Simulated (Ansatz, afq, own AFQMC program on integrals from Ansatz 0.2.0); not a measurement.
Integrals from Ansatz 0.2.0, then the random walk in our own AFQMC program (afq).

```yaml
crystal:
  periodic: [false, false, false]
  atoms:
    - {symbol: In, position_ang: [0.000000, -0.024878, 0.000732]}
    - {symbol: H, position_ang: [0.000000, 3.088957, -0.090608]}
    - {symbol: H, position_ang: [0.000000, -0.191040, -2.202115]}
    - {symbol: H, position_ang: [0.000000, -0.063997, 2.209326]}
basis:
  gaussian: {orbitals: def2-SVP}
total_charge: 1
magnetization: {spin_polarized: false, initial_magnetization: 1}
correlation: {method: ccsd_t, electrons: outside_noble_gas, hamiltonian_folder: ham}
```

```sh
$ ansatz run in.yaml --threads 1 --pin off --events-out ev --progress --plain --max-ram 16896MiB --backend cuda --devices 0, --max-vram 18GiB
```

Options of the walk:

```
--method free --trial cid --walkers 200 --time-step 0.08 --max-blocks 60 --target-error 0.00108 --factor-cut 1e-05 --seed 1124 --times 0.0,0.48,0.96,2.0,3.04,4.0 --taylor-order 8
```

Times are imaginary, in 1/Eh. The walk had a cap of 60 s. Filled inner d shells are frozen with the cores. Core potentials past Kr, no spin–orbit coupling.

Output of the walk:

```
orbitals 32  electrons 3 2  factors 231 of 492
reference energy -190.50417076 Eh
CCSD correlation -0.08588583 Eh in 12 cycles, weight of the determinant in the CISD state 0.8566
repeat  energy at the last time / Eh  error
    10  -190.592581  0.000271
    20  -190.592617  0.000251
    30  -190.592432  0.000203
time / (1/Eh)  energy / Eh  error  mean overlap
  0.00  -190.589957  0.000091  1.1553
  0.48  -190.591185  0.000134  1.1591
  0.96  -190.591663  0.000118  1.1572
  2.00  -190.592544  0.000240  1.1645
  3.04  -190.592531  0.000235  1.1752
  4.00  -190.592510  0.000211  1.1702
energy -190.592510 +/- 0.000211 Eh
```

The run passed its tests (error under three times the target), which doesn't prove that it has relaxed.

Against this walk (error 5.7 meV) on the same determinant: CCSD(T) 7.2 meV higher (within the noise), CCSDT(Q) 13.2 meV lower, CCSDTQ 13.1 meV lower, full CI 13.1 meV lower. The error is statistical, and a free projection of finite length keeps a remainder of its start.

Cautions: remainder of the start not in the error; no spin-orbit coupling; inner d shell frozen; a spin-contaminated unrestricted determinant lies lower (UHF 594 meV lower, ⟨S²⟩ 1.55); strong correlation (T1 0.036, weight of the determinant 0.86, largest double 0.29); the time-step error isn't removed.

The walk took 3.1 s on 1 × NVIDIA H100 80GB HBM3 with 2 threads of AMD EPYC 7R13 Processor (Zen 3), with other jobs on the host (the card was shared). The log's last line is the free-projection energy.

CCSDT and higher add their correlation energy to the determinant of the CCSD(T) run, since their own runs factorise the integrals more tightly (a shift of under 2 meV). A walk keeps the symmetry of its determinant, which the program's search chose and which needn't be the lowest solution, so a lower state of the same spin and another symmetry isn't excluded.
